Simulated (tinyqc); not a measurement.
Stretching all distances: RHF, UHF, MP2, CISD and CCSD against full CI in the sto-3g basis, for H2O, spin multiplicity 1. Computed by the program tinyqc with PySCF. 

Geometry (angstrom):
```
atom,x,y,z
O,0.0000,0.0000,0.0000
H,0.0000,0.7420,0.4950
H,0.0000,-0.7390,0.4930
```

All coordinates are multiplied by the scale. c0^2 is the weight of the RHF determinant in the lowest singlet FCI state (UHF is spin-contaminated and may lie near states of higher spin) and n(LUMO) the first natural occupation beyond the occupied space.

Full CI energy (hartree) and errors against it (kcal/mol):
```
scale,distance 1-2 (angstrom),E(FCI),RHF,UHF,MP2,CISD,CCSD,<S^2> UHF,c0^2,n(LUMO)
0.9400,0.8384,-74.930147,22.0481,22.0481,5.7531,0.1973,0.0515,0.0000,0.9848,0.0153
1.1700,1.0436,-75.012587,37.7284,37.7284,11.4716,0.7524,0.1245,0.0000,0.9625,0.0394
1.4000,1.2487,-74.960978,62.4426,62.4426,21.1029,2.6859,0.3136,0.0000,0.9135,0.0946
1.6200,1.4450,-74.888611,95.5008,63.4028,34.0390,7.4349,0.5927,1.0698,0.8310,0.1916
1.8500,1.6501,-74.823606,139.3279,40.5863,50.2324,16.9784,0.1259,1.5725,0.7063,0.3433
2.0800,1.8553,-74.780014,190.0398,20.6234,66.9734,30.7696,-3.8410,1.8048,0.5555,0.5265
```

UHF parts from RHF first at scale 1.62 of those listed, where <S^2> leaves zero. The weight c0^2 goes from 0.98 to 0.56 and n(LUMO) from 0.02 to 0.53: static correlation grows as the bonds break into open-shell fragments. The spread of the error along the curve, which distorts its shape, is CCSD 4.4, CISD 30.6, UHF 42.8, MP2 61.2, RHF 168.0 kcal/mol. Below FCI somewhere: CCSD, as non-variational methods may be.
